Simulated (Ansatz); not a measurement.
We consider 1T (CdI2-type) CdI₂, described by rVV10 in Ansatz (PAW).

Settings: plane-wave cutoff 520 eV, 12×12×6 k mesh (along the axes of the cell as run), Fermi–Dirac smearing 0.01 eV, scalar-relativistic PAW data made under PBE.

Energies at three volumes about the minimum:

```json
[
 {"V (Å³/atom)": "35.823", "E − E_lowest (meV/atom)": "0.97"},
 {"V (Å³/atom)": "36.554", "E − E_lowest (meV/atom)": "0.00"},
 {"V (Å³/atom)": "37.285", "E − E_lowest (meV/atom)": "0.84"}
]
```

Question: Fit a parabola by hand: where is the minimum, and what is the bulk modulus?

Answer: Slopes: (0.00 − 0.97)/(36.554 − 35.823) = -1.327 and (0.84 − 0.00)/(37.285 − 36.554) = 1.149 meV/Å³. Curvature E″ = 2 × (1.149 − (-1.327))/(37.285 − 35.823) = 3.387 meV/Å⁶. From the middle of the first interval, the slope vanishes at V0 = 36.1885 − (-1.327)/3.387 = 36.580 Å³/atom. B = V0 E″ = 36.580 × 3.387 meV/Å³ × 0.1602 GPa per meV/Å³ = 19.9 GPa. The full Birch–Murnaghan fit to all volumes gives V0 = 36.559 Å³/atom and B0 = 19.7 GPa.

Shape and atoms are relaxed at each volume.

Note: the bulk modulus comes from volumes at which shape and atoms were relaxed.

Ansatz is a first-principles code.
